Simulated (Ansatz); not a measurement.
Mulliken charges of CH$_{2}$BN (`BC#N`) from PBE/def2-TZVPP in Ansatz (PBE0-D4/def2-TZVP geometry).

```
atom   x (Å)   y (Å)   z (Å)  charge (e)
  B1  -0.219   0.441  -0.342       0.011
  C2   0.353  -0.697   0.491      -0.166
  N3   0.786  -1.560   1.122       0.044
  H4  -0.744   0.187  -1.378       0.055
  H5  -0.126   1.554   0.065       0.055
```

Q: By hand: the dipole of these point charges (1 e Å = 4.8032 D).

A: Σ q r = (-0.074, 0.148, -0.108) e Å, of length 0.198 e Å = 0.95 D.

Q: How does the dipole of the full density compare? (An estimate is asked.)

A: The calculation gave: (-0.201, 0.400, -0.292) e Å, 2.57 D; the point charges give 0.37 times that, at 0° from its direction.

Point charges leave out the atoms' own dipoles, such as those of lone pairs, and Mulliken's split depends on the basis, so the two needn't agree.
